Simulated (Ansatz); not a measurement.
**[Cl···H···SiH₃], doublet: transfer scan**

Starting geometry:

```yaml
atoms:
  - { symbol: Cl, position_ang: [-1.4816, 0.0000, 0.0000] }
  - { symbol: H, position_ang: [-0.2028, 0.0000, 0.0000] }
  - { symbol: Si, position_ang: [1.6514, 0.0000, 0.0000] }
  - { symbol: H, position_ang: [2.1013, -1.4163, 0.0000] }
  - { symbol: H, position_ang: [2.1013, 0.7081, -1.2265] }
  - { symbol: H, position_ang: [2.1013, 0.7081, 1.2265] }
```

From there H2 is moved from one fragment to the other while all else, the fragments' distance too, stays fixed; atoms are numbered as listed. Energies are in kJ/mol, counted from the starting geometry at the same level.

Basis cc-pVDZ; Ansatz 0.2.0. Only valence electrons are correlated (noble-gas cores frozen). Prefix R: restricted or restricted open-shell reference; prefix U: unrestricted. Active spaces: valence = (15e, 12o) chosen from the atoms' valence shells.

Runs in a small pair space aren't shown, since their orbitals change along the scan.

Full CI isn't at hand for all of this; UCCSDT(Q) serves as the reference, and is uncertain by about the last step of the cluster series. The frozen core follows each run's orbitals, which can shift R against U totals by a few meV.

| distance Cl1-H2 (Å) | UCCSDT(Q) | error RHF | error UHF | error RMP2 | error RCCSDT(Q) | error NEVPT2 (valence space) | error MRCISD+Q (valence space) |
| --- | --- | --- | --- | --- | --- | --- | --- |
| 1.279 | 0.0 | 0.0 | 0.0 | 0.0 | 0.0 | 0.0 | 0.0 |
| 1.338 | -5.6 | 4.6 | 2.2 | 0.1 | 0.0 | 0.5 | 0.1 |
| 1.456 | -5.1 | 10.9 | 2.6 | -0.5 | 0.0 | 2.2 | 0.2 |
| 1.575 | 0.2 | 6.8 | -3.5 | 2.0 | 0.0 | 5.5 | 0.0 |
| 1.693 | 12.8 | -6.1 | -13.4 | 6.4 | 0.0 | 9.7 | -0.1 |

Errors are those of relative energies. In total energy the starting point itself misses UCCSDT(Q) by: RHF 792.0, UHF 783.7, RMP2 126.6, RCCSDT(Q) 0.0, NEVPT2 (valence space) 154.7, MRCISD+Q (valence space) 5.7 kJ/mol.

Spread of the error over the points with a reference, to 1.693 Å (largest less smallest): RCCSDT(Q) 0.0, MRCISD+Q (valence space) 0.3, RMP2 6.8, NEVPT2 (valence space) 9.7, UHF 16.0, RHF 17.1 kJ/mol.
